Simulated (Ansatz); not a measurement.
## fcc Zn (model structure)

All values below come from r²SCAN+rVV10 in Ansatz (plane waves, PAW).

Run with plane-wave cutoff 500 eV, 32×32×32 k mesh, Fermi–Dirac smearing 0.1 eV, scalar-relativistic PAW data made under PBE.

Cell (relaxed at this level):

```
CELL_PARAMETERS angstrom
      0.00000     1.91712     1.91712
      1.91712     0.00000     1.91712
      1.91712     1.91712     0.00000
ATOMIC_POSITIONS crystal
  Zn 0.00000 0.00000 0.00000
```

* **band gap**: none

Note: the relaxation could raise the start's symmetry but not lower it, so the cell can be a saddle point.

A model structure was made by putting elements into a prototype or built by hand; it is no filed structure, need not be a known phase, and can be a saddle point held by its symmetry.

Ansatz is a quantum-chemistry and plane-wave program.
